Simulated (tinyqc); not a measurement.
Extended Hueckel theory, for SiH4+, step by step. The parameters take no account of the charge, which enters only through the electron count. One step of it, computed by the program tinyqc.

Task: Mulliken analysis. P = C n C^T; charge = valence electrons (Si 4, H 1) minus the sum of (P S)_ii on the atom; overlap population = 2 sum P_ij S_ij between two atoms.

coefficients:
```
              MO1        MO2        MO3        MO4        MO5        MO6        MO7        MO8
1Si 3s   0.652090   0.000000   0.000000   0.000000   0.000000   0.000000   0.000000   1.387408
1Si 3px  0.000000  -0.056392   0.297947   0.039387   0.073408  -0.269756   1.186338   0.000000
1Si 3py  0.000000   0.299824   0.058535  -0.013525   0.620526   1.030587   0.195944   0.000000
1Si 3pz  0.000000  -0.020718   0.036125  -0.302935   1.046477  -0.592181  -0.199407   0.000000
2H 1s    0.192700   0.292493   0.515617  -0.363885  -0.717147  -0.069493  -0.487411  -0.692870
3H 1s    0.192700  -0.440614   0.266980   0.467339   0.656650   0.291803  -0.490265  -0.692870
4H 1s    0.192700   0.495034  -0.361866   0.328359   0.205764  -0.779826   0.325931  -0.692870
5H 1s    0.192700  -0.346913  -0.420731  -0.431813  -0.145268   0.557516   0.651744  -0.692870
```

occupations: 2.000000  1.666667  1.666667  1.666667  0.000000  0.000000  0.000000  0.000000

overlap S, lower triangle:
```
           1Si 3s    1Si 3px    1Si 3py    1Si 3pz     2H 1s     3H 1s     4H 1s     5H 1s
1Si 3s   1.000000
1Si 3px  0.000000   1.000000
1Si 3py  0.000000   0.000000   1.000000
1Si 3pz  0.000000   0.000000   0.000000   1.000000
2H 1s    0.403921   0.295842   0.295842   0.295842  1.000000
3H 1s    0.403921   0.295842  -0.295842  -0.295842  0.045326  1.000000
4H 1s    0.403921  -0.295842   0.295842  -0.295842  0.045326  0.045326  1.000000
5H 1s    0.403921  -0.295842  -0.295842   0.295842  0.045326  0.045326  0.045326  1.000000
```

Give: charges; Overlap populations.

Result:

charges: 1Si 1.5494, 2H -0.1374, 3H -0.1374, 4H -0.1374, 5H -0.1374

Overlap populations:
```
pair      value
2-1    0.566318
3-1    0.566318
3-2   -0.017634
4-1    0.566318
4-2   -0.017634
4-3   -0.017634
5-1    0.566318
5-2   -0.017634
5-3   -0.017634
5-4   -0.017634
```
